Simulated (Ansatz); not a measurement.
CH8BN (SMILES [BH3-][NH2+]C): the electronic atomisation energy, rung by rung

CH8BN has 11 atoms, charge 0, and is taken as a singlet. SMILES: `[BH3-][NH2+]C`. The coordinates come from a PBE0-D4/def2-TZVP relaxation.

Quantity: the electronic atomisation energy, in eV. The values are calculated. Electronic energies at fixed atoms, without zero-point motion or spin-orbit coupling.

```json
{"level": "HF/cc-pVDZ", "kind": "Hartree–Fock", "program": "Ansatz", "value (eV)": "28.64", "less CCSD(T)/cc-pVDZ": "-7.65", "CPU time (all runs)": "2.1 s"}
{"level": "SVWN5/cc-pVDZ", "kind": "LDA", "program": "Ansatz", "value (eV)": "43.57", "less CCSD(T)/cc-pVDZ": "+7.28", "CPU time (all runs)": "4.2 s"}
{"level": "PBE/cc-pVDZ", "kind": "GGA", "program": "Ansatz", "value (eV)": "38.89", "less CCSD(T)/cc-pVDZ": "+2.60", "CPU time (all runs)": "6.6 s"}
{"level": "revPBE/cc-pVDZ", "kind": "GGA", "program": "Ansatz", "value (eV)": "37.75", "less CCSD(T)/cc-pVDZ": "+1.46", "CPU time (all runs)": "6.4 s"}
{"level": "r2SCAN/cc-pVDZ", "kind": "meta-GGA", "program": "Ansatz", "value (eV)": "38.51", "less CCSD(T)/cc-pVDZ": "+2.22", "CPU time (all runs)": "13 s"}
{"level": "PBE0/cc-pVDZ", "kind": "global hybrid", "program": "Ansatz", "value (eV)": "38.50", "less CCSD(T)/cc-pVDZ": "+2.21", "CPU time (all runs)": "6.2 s"}
{"level": "r2SCAN0/cc-pVDZ", "kind": "hybrid meta-GGA", "program": "Ansatz", "value (eV)": "38.19", "less CCSD(T)/cc-pVDZ": "+1.90", "CPU time (all runs)": "12 s"}
{"level": "CAM-B3LYP/cc-pVDZ", "kind": "range-separated hybrid", "program": "Ansatz", "value (eV)": "38.76", "less CCSD(T)/cc-pVDZ": "+2.47", "CPU time (all runs)": "7 s"}
{"level": "RPA@PBE/cc-pVDZ", "kind": "RPA", "program": "Ansatz", "value (eV)": "35.47", "less CCSD(T)/cc-pVDZ": "-0.82", "CPU time (all runs)": "12 s"}
{"level": "CCSD(T)/cc-pVDZ", "kind": "coupled cluster or CI", "program": "Ansatz", "value (eV)": "36.29", "less CCSD(T)/cc-pVDZ": "0.00", "CPU time (all runs)": "15 s"}
```

CCSD(T)/cc-pVDZ is the highest level here, not the true value. Correlated wave functions underbind in double-zeta sets. The values span 28.64 to 43.57 eV. CPU times are rough (shared hosts, several kinds of processor and program).
